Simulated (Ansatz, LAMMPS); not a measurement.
**Bulk modulus B0 of bcc V: levels of theory against measurement**

Reference value: 161 GPa (measured, corrected for temperature and zero-point phonon effects, sources range from 159 to 166; as tabulated in Levämäki et al. (2014), arXiv:1402.3671).

```
level (code)             value (GPa)  cell (Å³/atom)
-----------------------  -----------  --------------
ReaxFF V_O_C_H (LAMMPS)          292           13.18
LDA (Ansatz)                     209           12.53
BLYP (Ansatz)                    169           13.84
PBE (Ansatz)                       ?           13.46
revPBE (Ansatz)                    ?           13.69
r²SCAN (Ansatz)                  194           13.27
r²SCAN-D4 (Ansatz)                 ?           13.18
HSE06 (Ansatz)                   207           13.00
PBE0 (Ansatz)                    211           12.99
```

Question: Fill in the missing entries.

Answer: 
- PBE (Ansatz, a first-principles code), value (GPa): 182
- revPBE (Ansatz), value (GPa): 175
- r²SCAN-D4 (Ansatz), value (GPa): 196

Errors against the reference: ReaxFF V_O_C_H +81 %, LDA +30 %, BLYP +5.0 %, PBE +13.0 %, revPBE +8.7 %, r²SCAN +20 %, r²SCAN-D4 +22 %, HSE06 +29 %, PBE0 +31 %.

Leaving aside ReaxFF V_O_C_H, which can be fitted to such values or carry a doubt: The best agreement in this table is that of BLYP (+5.0 %). PBE0 (+31 %) lies farthest from it. Within 10 %: BLYP, revPBE. All 8 levels lie above the reference.

The crystal itself was run without spin with LDA, BLYP, PBE, revPBE, r²SCAN, r²SCAN-D4, HSE06, PBE0. Each level is taken at its own relaxed cell. Cutoffs and k meshes differ between the levels. Ansatz's density-functional and Hartree–Fock values are scalar-relativistic unless marked +SOC, with PAW data made under PBE.

Empirical potentials (ReaxFF V_O_C_H) are fitted to chosen data, which need not cover the solid at hand: agreement can be built in, and what lay outside the fit can be far off.

Differences are worked out from the printed values.
